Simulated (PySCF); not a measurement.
benzene cation (C6H6), SMILES c1ccccc1 (connectivity only; charge and spin as stated), charge +1, multiplicity 2. Atoms are numbered in the order given.

```xyz
12

C      0.0000     0.0000    -1.3868
C      0.0000     1.2506    -0.6874
C      0.0000     1.2506     0.6874
C      0.0000     0.0000     1.3868
C      0.0000    -1.2506     0.6874
C      0.0000    -1.2506    -0.6874
H      0.0000     0.0000    -2.4822
H      0.0000     2.1849    -1.2553
H      0.0000     2.1849     1.2553
H      0.0000     0.0000     2.4822
H      0.0000    -2.1849     1.2553
H      0.0000    -2.1849    -1.2553
```
Charge +1, spin multiplicity 2.

Geometry: r2SCAN-D4/def2-SVP. The spin state was assumed, not searched.

Two levels are set side by side: PBE/pcH-1 (PySCF) and PBE0/pcH-1 (PySCF). Contact hyperfine couplings, same geometry. Differences are taken from unrounded values.

```tsv
quantity	PBE0	PBE	PBE minus PBE0
A(iso) of 13C, atom C1 (MHz)	36.0	30.3	-5.7
A(iso) of 13C, atom C2 (MHz)	-11.3	-8.9	2.4
A(iso) of 13C, atom C3 (MHz)	-11.3	-8.9	2.4
A(iso) of 13C, atom C4 (MHz)	36.0	30.3	-5.7
A(iso) of 13C, atom C5 (MHz)	-11.3	-8.9	2.4
A(iso) of 13C, atom C6 (MHz)	-11.3	-8.9	2.4
A(iso) of 1H, atom H7 (MHz)	-35.3	-30.3	4.9
A(iso) of 1H, atom H8 (MHz)	-4.2	-4.8	-0.7
A(iso) of 1H, atom H9 (MHz)	-4.2	-4.8	-0.7
A(iso) of 1H, atom H10 (MHz)	-35.3	-30.3	4.9
A(iso) of 1H, atom H11 (MHz)	-4.2	-4.8	-0.7
A(iso) of 1H, atom H12 (MHz)	-4.2	-4.8	-0.7
```

Rough cost on one machine, each run with all the roots and properties that it gave: PBE0 against PBE within a factor of 2.
